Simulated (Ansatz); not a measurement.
Li₃H₄⁻. Total charge -1; triplet. Geometry r2SCAN-D4/def2-TZVP, that of the neutral doublet; atoms count from 1.

```xyz
7

Li    1.151   -0.444    2.300
Li   -1.315   -0.981    1.073
Li    0.553    0.443   -0.544
H     0.856    1.332   -2.425
H    -1.011   -0.243   -0.445
H     0.159    1.053   -2.467
H    -0.393   -1.161    2.508
```

The highest occupied level of the charge -1 triplet lies above zero (up to 1.11 eV). Energy differences put its binding near zero (-0.07 eV; vertical, against the charge 0 doublet, at PBE0-D4/def2-TZVPD), which leaves it undecided. At PBE0-D4/def2-TZVPD a singlet of charge -1 lies 0.27 eV below the triplet, each at its own geometry. The structure comes from a short search, and lower isomers may exist.

**Question.** Estimate the Mulliken populations from the PBE0/def2-TZVPD orbitals of Ansatz.

**Answer.** 
```json
{"atom": "Li1", "charge (e)": "0.00", "spin (α − β)": "0.83"}
{"atom": "Li2", "charge (e)": "0.55", "spin (α − β)": "0.19"}
{"atom": "Li3", "charge (e)": "-0.16", "spin (α − β)": "1.01"}
{"atom": "H4", "charge (e)": "-0.06", "spin (α − β)": "0.02"}
{"atom": "H5", "charge (e)": "-0.68", "spin (α − β)": "-0.02"}
{"atom": "H6", "charge (e)": "0.01", "spin (α − β)": "-0.01"}
{"atom": "H7", "charge (e)": "-0.67", "spin (α − β)": "-0.01"}
```
Mulliken values depend strongly on the basis. With diffuse functions, as here, like atoms can get unlike values, and bond orders can come out too low or too high.

**Question.** Where does the spin sit?

**Answer.** Summed by element: Li 2.03, H -0.03, of 2 unpaired in all. Largest on single atoms: Li3 1.01, Li1 0.83, Li2 0.19.

**Question.** And the Mayer bond orders between heavy atoms (over 0.3)?

**Answer.** Li1–Li3 0.81 (3.04 Å).
